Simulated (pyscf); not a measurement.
A first-order saddle from PySCF, ωB97X-D3(BJ)/def2-SVP:

```xyz
7

S     -0.2323    -0.3884     1.4062
H     -1.9683    -0.4712     0.6547
H      0.1258    -1.6282     1.0118
Cl    -2.7053    -0.1605    -0.5223
Al    -0.3976     0.3994    -0.7089
Cl    -0.3021     2.4784    -0.8782
Cl     0.4121    -0.8612    -2.1698
```
Charge 0, spin multiplicity 1.

Surface: singlet, charge 0. Lowest wavenumbers (cm⁻¹): 364i, 95, 122, 127, 162.

Question: What reaction is this the transition state of?

Answer: H₂S + aluminium trichloride (Cl–Al(Cl)–Cl) ⇌ HS–Al(Cl)–Cl + hydrogen chloride (HCl), a four-centre exchange read from left to right: H–S, Al–Cl broken and Al–S, Cl–H formed. At ωB97M-D3(BJ)/def2-TZVP it lies +5.0 kcal/mol from the left side and -5.5 kcal/mol from the right (each side as separated species at their lowest minima found). On the reactant side the descent ends in an adduct with a Al–S contact (not fully relaxed), 22.9 kcal/mol under the separated species and 23.7 kcal/mol under the saddle at ωB97X-D3(BJ)/def2-TZVP. On the product side the descent ends in an adduct with a Al–Cl contact, 10.5 kcal/mol under the separated species and 1.7 kcal/mol under the saddle at ωB97X-D3(BJ)/def2-TZVP. At ωB97M-D3(BJ) the saddle lies under the separated products, which points to a path from their complex (located at ωB97X-D3(BJ) alone), and parting the products costs more than the saddle. What is counted as formed (Al–S) is already present as a longer contact in the reactant adduct; forming that adduct is a step of its own. What is counted as broken (Al–Cl) persists as a longer contact in the product adduct; parting that adduct is a step of its own. At ωB97X-D3(BJ) the barrier from the zero used here is 0.8 kcal/mol. One saddle was located; it need not be the lowest between these sides.
